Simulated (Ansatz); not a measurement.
Frontier orbitals of `O/C=C(/F)Cl`.

Cartesian coordinates in Å:
```
O -0.778 0.014 1.357
C -0.627 0.238 0.039
C 0.457 -0.034 -0.674
F 0.534 0.214 -1.977
Cl 1.871 -0.732 -0.010
H 0.033 -0.378 1.705
H -1.491 0.679 -0.440
```

Charge 0, multiplicity 1. The structure was optimised at the PBE0-D4/def2-TZVP level. It is one conformer, not always the lowest. Basis def2-TZVPP, Ansatz.

| functional | HOMO (eV) | LUMO (eV) | gap (eV) |
| --- | --- | --- | --- |
| PBE | -5.47 | -0.47 | 5.00 |
| PBE0 | -6.77 | 0.51 | 7.28 |
| B3LYP | -6.57 | 0.24 | 6.81 |
| HSE06 (plane-wave form) | -6.37 | 0.12 | 6.49 |
| CAM-B3LYP | -8.15 | 1.63 | 9.78 |
| ωB97M-V | -8.99 | 2.69 | 11.68 |
| HF | -9.68 | 4.05 | 13.73 |

From PBE to PBE0 the HOMO moves by −1.30 eV and the LUMO by +0.98 eV, and with ωB97M-V by −3.52 and +3.17 eV, so the gap grows from 5.00 to 11.68 eV with exact exchange. A positive LUMO is unbound and depends on the basis.

B3LYP here is the variant with VWN-RPA as its local correlation; programs differ in this.
